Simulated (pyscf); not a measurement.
HN=Si(F)–Cl + H₂ → HN=SiH–Cl + HF, a four-centre exchange (singlet surface; F–Si, H–H broken, H–Si, F–H formed). Single points on ωB97X-D3(BJ)/def2-SVP structures (PySCF, gas phase). Energies in kJ/mol from the separated reactants.

Small-basis levels: PySCF, no dispersion term, spherical d functions. AM1 to PM7: differences of heats of formation from MOPAC, which are fitted to 298 K values and so differ in kind from electronic energies by zero-point and thermal terms. Cost: rough CPU time at the saddle relative to B3LYP/6-31G*, from one job on a shared machine.

```csv
level,barrier,reaction energy,cost
HF/3-21G,236.0,+103.9,0.06
HF/6-31G*,241.5,+107.9,0.06
SVWN5/6-31G*,108.9,+130.0,0.6
PBE/6-31G*,153.2,+128.1,1
B3LYP/LANL2DZ,180.3,+30.6,0.6
B3LYP/6-31G*,183.9,+129.2,1
B3LYP/6-311+G**,?,+64.5,1
B3LYP/def2-SVP,?,+95.4,1
PM6,184.5,+217.6,under 0.02
ωB97M-D3(BJ)/def2-TZVP,?,+101.7,–
```

**Question.** Fill in the missing entries.

**Answer.** 
- B3LYP/6-311+G**, barrier: 168.4
- B3LYP/def2-SVP, barrier: 155.9
- ωB97M-D3(BJ)/def2-TZVP, barrier: 172.7

Against the last row the barrier runs from -63.8 (SVWN5/6-31G*) to +68.8 kJ/mol (HF/6-31G*). At SVWN5/6-31G*, PM6 this geometry lies under one side, so the entry may be no barrier of that level: it is a single point on another level's saddle. ωB97M-D3(BJ)/def2-TZVP has limits of its own. HN=SiH–Cl lies 110.3 kJ/mol over its isomer H₂N–Si:–Cl [singlet] (electronic energy, ωB97M-D3(BJ)/def2-TZVP). This is the saddle that the search found; another between the same sides may lie lower.
